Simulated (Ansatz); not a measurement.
`N[SiH]` + H–F → `F[SiH]` + NH₃ at 500 K and 1 bar (ligand exchange at the Si–N bond).

Gas-phase electronic energies from Ansatz, PBE0-D4/def2-TZVP geometries. CCSD(T)/CBS is extrapolated from def2-TZVPP and def2-QZVPP, frozen cores.

```tsv
species	CCSD(T)/CBS energy (Eh)	H − E (kJ/mol)	S (J/(mol·K))
`N[SiH]`	-345.55824	110.7	274.5
H–F	-100.39431	39.4	188.7
`F[SiH]`	-389.46051	40.7	260.3
NH₃	-56.50568	108.2	211.8
```

H − E and S are ideal-gas, rigid-rotor, harmonic terms from PBE0-D4/def2-TZVP. 1 Eh = 2625.50 kJ/mol, R = 8.31446 J/(mol·K).

**Question.** By hand: ΔE, ΔH, ΔS and ΔG.

**Answer.** ΔE = (-389.46051) + (-56.50568) − (-345.55824) − (-100.39431) = -0.01364 Eh = -35.8 kJ/mol. Δ(H − E) = 40.7 + 108.2 − 110.7 − 39.4 = -1.2, so ΔH = -37.0 kJ/mol. ΔS = 260.3 + 211.8 − 274.5 − 188.7 = 8.9 J/(mol·K). ΔG = -37.0 − 500 × (8.9)/1000 = -41.5 kJ/mol.

**Question.** By hand: the equilibrium constant, and the temperature at which ΔG would vanish if ΔH and ΔS stayed fixed.

**Answer.** log₁₀ K = −ΔG/(RT ln 10) = 4.3. ΔH and −TΔS have one sign here, so there is no such temperature.

The number of gas molecules stays the same, so ΔS is small and ΔH decides. A doubt of 5 kJ/mol in ΔE shifts log₁₀ K by 0.5 here. These are equilibria of isolated gas molecules and say nothing of rates. Largest T1 diagnostic: 0.015 (customary marks: 0.02 for closed shells, 0.045 for open ones).
